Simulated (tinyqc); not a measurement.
Inside a calculation. Method: extended Hueckel theory, for H2O. One step of it, computed by the program tinyqc.

Problem. Wolfsberg-Helmholz matrix. H_ij = K' S_ij (H_ii + H_jj)/2 for i != j (the diagonal keeps H_ii), with K' = 1.75.

overlap S:
```
           1O 2s    1O 2px     1O 2py    1O 2pz     2H 1s      3H 1s
1O 2s   1.000000  0.000000   0.000000  0.000000  0.453195   0.453195
1O 2px  0.000000  1.000000   0.000000  0.000000  0.000000   0.000000
1O 2py  0.000000  0.000000   1.000000  0.000000  0.308665  -0.308665
1O 2pz  0.000000  0.000000   0.000000  1.000000  0.236109   0.236109
2H 1s   0.453195  0.000000   0.308665  0.236109  1.000000   0.217353
3H 1s   0.453195  0.000000  -0.308665  0.236109  0.217353   1.000000
```

diagonal H_ii (eV): 1O 2s -32.300000, 1O 2px -14.800000, 1O 2py -14.800000, 1O 2pz -14.800000, 2H 1s -13.600000, 3H 1s -13.600000

K = 1.750000

Give: H.

Solution.

H (eV):
```
           1O 2s    1O 2px    1O 2py    1O 2pz     2H 1s     3H 1s
1O 2s   -32.3000    0.0000    0.0000    0.0000  -18.2015  -18.2015
1O 2px    0.0000  -14.8000    0.0000    0.0000    0.0000    0.0000
1O 2py    0.0000    0.0000  -14.8000    0.0000   -7.6703    7.6703
1O 2pz    0.0000    0.0000    0.0000  -14.8000   -5.8673   -5.8673
2H 1s   -18.2015    0.0000   -7.6703   -5.8673  -13.6000   -5.1730
3H 1s   -18.2015    0.0000    7.6703   -5.8673   -5.1730  -13.6000
```
